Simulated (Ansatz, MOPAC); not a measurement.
Barrier height from H2 + O to the transition structure H2O, without zero-point energy, on the benchmark's geometries as Psi4's copy of the set gives them.
Transition structure (charge 0, multiplicity 3, Z-matrix in Å and degrees):
```
O
H 1 1.1893
H 2 0.9116 1 180.00
```

Open shells are unrestricted; no spin–orbit coupling.

Cores are frozen in the correlated methods. CBS(a, b) extrapolates the correlation energy as X⁻³ and adds the Hartree–Fock energy of set b. The state that AM1, PM3, PM6, PM7 reach isn't checked; PM7 holds dispersion and hydrogen-bond terms.

Programs: Ansatz (a program for electronic structure); MOPAC for AM1, PM3, PM6, PM7 (differences of heats of formation). 

Other levels give for the barrier height: PBE/def2-TZVPPD -1.58; B3LYP/def2-TZVPPD 6.11; wB97M-V/def2-TZVPPD 10.00; CCSD(T)/CBS(aug-cc-pVTZ, aug-cc-pVQZ) 12.97 kcal/mol.

What do these common cheap choices give for the same quantity: AM1, PM3, PM6, PM7?

AM1 9.90; PM3 12.94; PM6 9.33; PM7 11.98 kcal/mol. They span 9.33 to 12.94 kcal/mol.

The set's own value is 13.1 kcal/mol (Zhao et al., J. Phys. Chem. A 109, 2012 (2005), HTBH38), an estimate for the real system, whose open-shell reactant is lowered by spin–orbit coupling.
